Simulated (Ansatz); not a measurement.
For corundum (α-Al2O3), PBE-D4 (Ansatz, a quantum-chemistry and plane-wave program, plane waves, PAW) gives:

| Item | Value |
|---|---|
| equilibrium lattice constant a | 4.778 Å |
| lattice parameter c | 13.032 Å |
| cohesive energy | 6.49 eV/atom |

### Question
What does PBE0 (PAW; Ansatz) give for the same quantities?

### Answer

- lattice constant a: 4.753 Å (shrinks by 0.5 %)
- lattice parameter c: 12.978 Å (shrinks by 0.4 %)
- cohesive energy: 6.16 eV/atom (drops by 0.33 eV/atom)

For comparison: lattice constant a 4.759 Å (measured, temperature not stated, not corrected to a static lattice; as tabulated in Lallet et al. (2009), arXiv:0801.3594); lattice parameter c 12.991 Å (measured, temperature not stated, no zero-point or thermal correction; as tabulated in Lallet et al. (2009), arXiv:0801.3594); cohesive energy 6.43 ± 0.03 eV/atom (worked out here from tabulated enthalpies at 298 K, brought to a static lattice with a Debye model, atoms in their spin–orbit ground levels; inputs from the CRC Handbook).

Changes are worked out from the printed values.

Unless a cell is named, each level is at its own relaxed cell (PBE-D4 8.59, PBE0 8.46 Å³/atom).

Ansatz's density-functional and Hartree–Fock values are scalar-relativistic unless marked +SOC, with PAW data made under PBE.
